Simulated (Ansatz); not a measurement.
NO, SMILES `[N]=O` radical. Total charge 0; spin multiplicity 2.

Bond lengths: N1–O2 1.140 Å.

(1) List the harmonic frequencies (cm⁻¹, unscaled) at PBE0-D4/def2-TZVP in Ansatz. (An estimate is asked.)

(2) Is this a minimum?

(3) Give the ideal-gas thermochemistry at 298.15 K and 1 bar (rigid rotor, harmonic oscillator; point group C∞v, symmetry number 1).

(4) And at 400, 500, 600, 800 and 1000 K?

(5) Rotational constants (cm⁻¹)?

Results:

(1) Computed: 2031.

(2) Yes, all 1 modes are real.

(3) Zero-point energy 12.1 kJ/mol; H(298) − E = 20.8 kJ/mol; entropy 210.9 J/(mol·K), of which translation 151.3, rotation 48.1, vibration 0.0, electronic 11.5; G(298) − E = -42.0 kJ/mol.

(4) 
| T (K) | H − E (kJ/mol) | S (J/mol/K) | G − E (kJ/mol) |
| --- | --- | --- | --- |
| 400 | 23.8 | 219.5 | -64.0 |
| 500 | 26.8 | 226.1 | -86.3 |
| 600 | 29.8 | 231.6 | -109.2 |
| 800 | 36.1 | 240.6 | -156.4 |
| 1000 | 42.6 | 247.9 | -205.3 |

(5) 1.738.
